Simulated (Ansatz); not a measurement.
Heating and cooling a random packing of Cu5Si3

A packing of 16 atoms, thrown in at random and pushed apart as soft spheres with like charges further apart (10 Cu, 6 Si) went through Langevin stages in a fixed cell of 14.26 Å³/atom, at one k point, without spin and with a Fermi–Dirac width of kT (0.05 eV at least). Computed with Ansatz 0.2.0, DFT PBE, scalar-relativistic, plane waves, PAW.

```
thermostat (K) duration (fs) friction (1/fs) cutoff (eV) mean T (K) mean P (GPa) mean square displacement (Å²)
          2150             72            0.030          320        1864           5.4                           0.17
          2150            564            0.030          420        2103           6.8                           0.89
          1550            384            0.030          420        1782           4.9                           0.19
           860            378            0.030          420         821          -0.4                           0.15
           300            486            0.030          420         281          -2.4                           0.12
```

Means run over the second half of a stage; pressure includes the kinetic part; displacements count from the stage's start, the atoms' common shift taken off. In so short a run the atoms moved about a bond length or less in the hot stages, so this is an annealed packing, not a quenched equilibrium liquid.

Cell and atoms were then relaxed on coarser meshes and computed once more: Cutoff 420 eV; k points 6×6×6 on the computed 16-atom cell (Γ-centred); Gaussian smearing, width 0.02 eV; no spin polarisation.

What structure is left?

One draw of many: 13.44 Å³/atom with no gap on the mesh, 0.09 eV/atom above the elements' standard states (static lattices, no corrections for gases) (a random packing after short dynamics, relaxed).

Counting as bonded all pairs within 1.2 times the summed covalent radii:

| atom → neighbour | mean count | mean length (Å) | spread (Å) |
| --- | --- | --- | --- |
| Cu → Cu | 6.20 | 2.60 | 0.13 |
| Cu → Si | 3.70 | 2.48 | 0.12 |
| Si → Cu | 6.17 | 2.48 | 0.12 |
| Si → Si | 1.00 | 2.55 | 0.07 |

Angles between all pairs of such bonds at an atom (mean ± spread): 97 ± 33° at Cu, 99 ± 33° at Si.

```xyz
16
Lattice="6.0316 -0.0104 -0.0400 -0.0119 5.8953 -0.0165 -0.0399 -0.0145 6.0484" Properties=species:S:1:pos:R:3 pbc="T T T"
Cu    2.6987    1.5857    3.8146
Cu    4.6629    2.8336    2.9824
Cu    4.6135    1.2813    5.3500
Cu    4.2243    5.4122    3.1472
Cu    0.3032    1.1493    3.7333
Cu    3.7727    3.6948    5.1548
Cu    1.8755    5.3052    4.5535
Cu    3.1412    2.0162    1.1727
Cu    1.5151    3.8224    0.5270
Cu    1.6412   -0.0055    2.0145
Si    0.1888    3.6306    4.5550
Si    3.3591    5.5462    0.4824
Si    5.2704    4.0200    1.0770
Si    1.1400    1.4400    5.9498
Si    2.3152    3.6886    2.8236
Si    5.4395    0.9596    1.5300
```

The final mesh leaves forces up to 0.36 eV/Å and stresses up to 1.2 GPa: the relaxation ran on a coarser mesh, so the cell's shape, its bonds and its energy belong partly to that mesh.

The smearing is narrow for a metal on this mesh.

Cost: 6 runs of about 51 core-minutes in all (earlier runs that led there not counted), on Arm Neoverse V2 (shared hosts).